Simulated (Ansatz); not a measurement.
Relaxing Na2Zr

The calculation used DFT PBE, scalar-relativistic, plane waves, PAW (Ansatz 0.2.0).

Na2Zr was placed on the cubic Laves (C15) structure type (Fd-3m, No. 227), with Zr in place of Mg, Na in place of Cu, at a guessed volume.

Input of the last, converged step (default PAW datasets):

```yaml
crystal:
  lattice:
    - [0.0, 4.2541886183, 4.2541886183]
    - [4.2541886183, 0.0, 4.2541886183]
    - [4.2541886183, 4.2541886183, 0.0]
  atoms:
    - { symbol: Na, position: [0.125, 0.125, 0.125] }
    - { symbol: Na, position: [0.625, 0.125, 0.125] }
    - { symbol: Na, position: [0.125, 0.125, 0.625] }
    - { symbol: Na, position: [0.125, 0.625, 0.125] }
    - { symbol: Zr, position: [0.5, 0.5, 0.5] }
    - { symbol: Zr, position: [0.75, 0.75, 0.75] }
basis:
  ecutwfc: 420
kpoints:
  mp_grid: { grid: [8, 8, 8] }
hamiltonian:
  xc: pbe
scf:
  occupations: { method: gaussian, width: 0.1 }
output:
  forces: true
  stress: true
  eigenvalues: true
relax:
  adjacent_minimum: "off"
  f_tol: 0.01
  max_steps: 80
  cell: { stress_tol: 0.05 }
```

Launched as:

```bash
ansatz run input.yaml --threads 1 --pin off --max-ram 2560MiB --backend cpu --events-out ev --progress --plain --runs-dir out
```

The run took 32 s on 1 thread of Arm Neoverse V2 (shared host), peak memory 0.47 GiB.

The program printed at the end:

```
SCF converged after 6 iterations
Free energy (F): -14308.665388 eV
Harris-Foulkes:  -14308.665388 eV  (|F-HF|=3.64e-12)
Internal energy: -14308.568485 eV  (E = F + TS)
E sigma→0 (E₀):  -14308.616936 eV
Entropy (-TS):   -0.096903 eV (-16.151 meV/atom)
Fermi energy:    6.241463 eV
--- Per-component energies (eV) ---
  E_band       = -1167.018131
  E_kinetic    = 1138.917769
  E_local      = -6740.184695  (includes V_loc(G=0)·N_el)
  E_nonlocal   = 625.321883
  E_hartree    = 2351.234986
  E_xc         = -472.886660
  E_vxc        = -573.742310  (∫ρ·V_xc dr)
  E_paw        = -6960.728443  (= ΣΔE_a)
  E_vpaw       = -319.800633  (= ΣTr[D̂ρ^β])
  E_aug_tail   = -0.000087  (compensation charges beyond the density's cutoff)
  E_ewald      = -4250.243238
  E_smearing   = -0.096903  (= −TS)
  E_closure    =  0.000000  (closes the sum)
  Σ components = -14308.665388   (vs F -14308.665388, Δ=0.00e0)
--- Forces (eV/Å), atoms counted from 1 ---
  atom   1  Na     0.00000000     0.00000000     0.00000000
  atom   2  Na     0.00000000     0.00000000     0.00000000
  atom   3  Na     0.00000000     0.00000000     0.00000000
  atom   4  Na     0.00000000     0.00000000     0.00000000
  atom   5  Zr     0.00000000     0.00000000     0.00000000
  atom   6  Zr     0.00000000     0.00000000     0.00000000
  max |Σ_I F_I| component: 6.94e-18 eV/Å
--- Stress (GPa, compression-positive) ---
        0.001653       0.000000       0.000000
        0.000000       0.001653       0.000000
        0.000000       0.000000       0.001653
  P = ⅓ Tr σ = 0.0017 GPa (0.017 kbar)
--- Relaxed structure (3 steps of the walk, 3 accepted, 1 SCFs on fresh bases) ---
  F+E_penalty+E_count = -14308.66538822 eV   max|allowed force component| = 1.927e-17 eV/Å   (the final SCF, on the basis selected at the relaxed cell)
  cell:  # Å, volume = 155.9549 Å³
    - [0.000000, 4.272247, 4.272247]
    - [4.272247, 0.000000, 4.272247]
    - [4.272247, 4.272247, 0.000000]
  atoms:
    - { symbol: Na, position: [0.125, 0.125, 0.125] }
    - { symbol: Na, position: [0.625, 0.125, 0.125] }
    - { symbol: Na, position: [0.125, 0.125, 0.625] }
    - { symbol: Na, position: [0.125, 0.625, 0.125] }
    - { symbol: Zr, position: [0.5, 0.5, 0.5] }
    - { symbol: Zr, position: [0.750000, 0.750000, 0.750000] }
```

Absolute energies hang on the potentials; compare differences alone.

The result has space group Fd-3m (No. 227). Na is coordinated by 6 Na at 3.02 Å and 6 Zr at 3.54 Å; around Zr lie 12 Na at 3.54 Å and 4 Zr at 3.70 Å.

Against the elements it lies at 0.79 eV/atom. Energies over the elements count from the elements' standard structures at the same level, with no empirical corrections.

The k mesh leaves about 4 meV/atom of noise in metals.

A structure relaxed within its symmetry needn't be a true minimum.